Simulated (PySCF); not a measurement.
Excitations are Tamm–Dancoff values on a coarser integration grid.

Z-matrix (Å, degrees):
```
Si
H 1 1.4802
H 1 1.4802 2 108.60
H 1 1.4802 2 108.60 3 117.93
Si 1 2.3355 2 110.33 3 -121.04
H 5 1.4802 1 110.33 2 -180.00
H 5 1.4802 6 108.60 1 121.04
H 5 1.4802 6 108.60 7 117.93
```
Charge 0, multiplicity 1.

### Question
Give the T1 excitation (TDA), brightest of the four lowest singlets (TDA), total energy, HOMO and S1–T1 gap (TDA) at the level TPSSh-D3(BJ)/def2-TZVPD // CAM-B3LYP-D3(BJ)/def2-TZVPD in PySCF.

### Answer

```json
{
  "T1 excitation (TDA)": "6.33 eV",
  "brightest of the four lowest singlets (TDA)": "7.65 eV",
  "total_energy": "-582.6485 Ha",
  "HOMO": "-7.86 eV",
  "S1–T1 gap (TDA)": "1.12 eV"
}
```
